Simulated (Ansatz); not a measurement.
Reaction (formal loss of a carbene): `C/C=C(\O)F` → `[CH2]` (triplet) + `C=C(O)F`

Computed with Ansatz on PBE0-D4/def2-TZVP structures; ΔE is electronic, products minus reactants. CBS: MP2 limit from def2 TZ/QZ plus the TZ coupled-cluster correction, frozen cores. This one scheme is used for every species. DFT in def2-TZVPP. B3LYP here is the variant with VWN-RPA as its local correlation; programs differ in this. HSE06 is defined as in plane-wave codes. Triplets are unrestricted, without spin–orbit coupling. One conformer a species, not always the lowest.

`C/C=C(\O)F`:

```xyz
10

C     0.913    0.413    0.976
C     0.340    0.460   -0.399
C    -0.659   -0.302   -0.806
O    -1.277   -1.252   -0.093
F    -1.161   -0.211   -2.047
H     0.891    1.401    1.446
H     0.358   -0.276    1.612
H     1.958    0.088    0.961
H     0.754    1.139   -1.134
H    -2.117   -1.459   -0.516
```

`[CH2]` (triplet):

Z-matrix (Å, degrees):
```
C
H 1 1.079
H 1 1.079 2 134.9
```

`C=C(O)F`:

Cartesian coordinates in Å:
```
C -0.865 -0.552 -0.285
C 0.156 0.232 0.004
O 1.232 -0.102 0.719
F 0.218 1.502 -0.412
H -1.682 -0.170 -0.876
H -0.875 -1.570 0.071
H 1.816 0.661 0.779
```

Is it downhill or uphill in electronic energy at CCSD(T)/CBS, and by how much? (Estimate.)

Ansatz gave: Uphill: ΔE = +439.9 kJ/mol.

What do these levels give: B3LYP-D4, HSE06-D4, BHLYP-D4, revPBE, r2SCAN, r2SCANh, r2SCAN0, BHLYP, HF/def2-SVP, CCSD/def2-SVP, CCSD/def2-TZVPP, CCSD/CBS(def2)? (An estimate is asked.)

Ansatz gave: B3LYP-D4 432.1, HSE06-D4 438.6, BHLYP-D4 420.7, revPBE 415.2, r2SCAN 415.1, r2SCANh 413.6, r2SCAN0 411.6, BHLYP 414.5, HF/def2-SVP 301.8, CCSD/def2-SVP 417.9, CCSD/def2-TZVPP 417.5, CCSD/CBS(def2) 428.9 kJ/mol.

What do rigid-rotor, harmonic-oscillator terms from PBE0-D4/def2-TZVP frequencies (298.15 K, 1 bar) make of the CCSD(T)/CBS value? (Estimate.)

Ansatz gave: ΔZPE = -29.2 kJ/mol, ΔH = +416.9 kJ/mol, ΔS = 163 J/(mol·K), ΔG = +368.3 kJ/mol. Open shells count their whole term as degenerate.

Largest T1 diagnostic among the species: 0.012.

From r2SCAN to r2SCAN0 (25 % exact exchange), in def2-TZVPP and without D4, ΔE moves by −3.6 kJ/mol. In def2-TZVPP, CCSD(T) changes the Hartree–Fock value by +136.8 kJ/mol (the triples alone add +11.1 kJ/mol) and MP2 by +149.7 kJ/mol. At CCSD(T), def2-SVP lies −13.7 kJ/mol from the extrapolated value and def2-TZVPP −11.4 kJ/mol.
